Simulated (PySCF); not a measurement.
**How methods differ on the ionisation energy of Cl**

Cl [Ne] 3s2 3p5 (2P) → Cl⁺ [Ne] 3s2 3p4 (3P), as a difference of total energies. Calculation: PySCF 2.14, in def2-SVP (4s3p1d, 18 functions); the non-relativistic Hamiltonian (point nucleus). Correlated levels: valence: [Ne] frozen. The calculations carry no spin-orbit coupling.

| method | ionisation energy (eV) | error (eV) |
| --- | --- | --- |
| UHF | 11.784 | -1.190 |
| PBE0 | 12.905 | -0.069 |
| LDA | 13.057 | +0.083 |
| MP2 (valence) | 12.328 | -0.646 |
| SCS-MP2 (valence) | 12.313 | -0.661 |
| CCSD (valence) | 12.263 | -0.711 |
| CCSD(T) (valence) | 12.262 | -0.712 |

Reference: 12.974 eV (measured; NIST levels, between the centres of gravity of the two terms).

Errors of the correlated levels include the incompleteness of this basis and the frozen core.
